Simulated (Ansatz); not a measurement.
**C₂H₅N (SMILES CC=N): functionals against CCSD(T) at one geometry**

An exercise on one series of results from a longer session: the logs are not shown, and one member is left open.

Program: Ansatz 0.2.0, Gaussian basis. Level of theory: single points in def2-TZVPP. These are calculated values, not measurements.

Cores are frozen in the correlated methods.

## Where the work starts

SMILES `CC=N`, 8 atoms, charge 0, spin multiplicity 1.

Atoms are counted from 1 here; the program's logs count them from 0.

Bond lengths: C1–C2 1.462 Å, C1–H4 1.351 Å, C1–H5 1.266 Å, C1–H6 1.158 Å, C2–N3 1.226 Å, C2–H7 1.206 Å, N3–H8 0.973 Å. Angles: C2–C1–H4 104.5°, C2–C1–H5 93.2°, C2–C1–H6 134.4°, H4–C1–H5 109.6°, H4–C1–H6 112.2°, H5–C1–H6 99.0°, C1–C2–N3 138.1°, C1–C2–H7 91.2°, N3–C2–H7 117.3°, C2–N3–H8 98.8°.

As a file:

```
C    -0.38510    0.75380   -0.26350
C     0.41560   -0.23580    0.45630
N     0.81680   -1.38190    0.28750
H    -0.27770    0.39500   -1.56130
H    -1.47580    0.31720    0.20820
H    -0.57530    1.88870   -0.13680
H     1.23430    0.60060    0.74790
H     0.08450   -1.71650   -0.25830
```

Set-up of the first run:

The input, run/in.yaml:

```yaml
crystal:
  periodic: [false, false, false]
  atoms:
    - {symbol: C, position_ang: [-0.385100, 0.753800, -0.263500]}
    - {symbol: C, position_ang: [0.415600, -0.235800, 0.456300]}
    - {symbol: N, position_ang: [0.816800, -1.381900, 0.287500]}
    - {symbol: H, position_ang: [-0.277700, 0.395000, -1.561300]}
    - {symbol: H, position_ang: [-1.475800, 0.317200, 0.208200]}
    - {symbol: H, position_ang: [-0.575300, 1.888700, -0.136800]}
    - {symbol: H, position_ang: [1.234300, 0.600600, 0.747900]}
    - {symbol: H, position_ang: [0.084500, -1.716500, -0.258300]}
basis:
  gaussian: {orbitals: def2-TZVPP}
correlation: {method: ccsd_t}
output: {forces: true}
```

Started as:

```
ansatz run in.yaml --threads 4 --pin off --events-out ev --progress --plain --max-ram 5222MiB
```

Steps of the session up to this table: CCSD(T)/def2-TZVPP; PBE0-D4/def2-TZVPP; wB97M-V/def2-TZVPP; r2SCAN-D4/def2-TZVPP; PBE-D4/def2-TZVPP; SPW92/def2-TZVPP; BHLYP-D4/def2-TZVPP.

One of the session's tables, all rows but one given; the rest of the session is left out.

| method | RMS force component (eV/Å) | angle to CCSD(T) forces (°) | dipole (D) |
| --- | --- | --- | --- |
| CCSD(T) | 3.175 | reference | 2.48 |
| PBE0-D4 | 3.050 | 4.7 | 2.61 |
| wB97M-V | 3.086 | 4.6 | 2.61 |
| r2SCAN-D4 | 3.038 | 3.5 | 2.59 |
| PBE-D4 | 2.963 | 3.7 | 2.52 |
| SPW92 | ? | ? | ? |
| BHLYP-D4 | 3.178 | 9.3 | 2.69 |

Estimate the missing values for SPW92.

**Answer.** RMS force component (eV/Å): 2.862; angle to CCSD(T) forces (°): 6.5; dipole (D): 2.67. In the column «RMS force component (eV/Å)» it is the lowest.
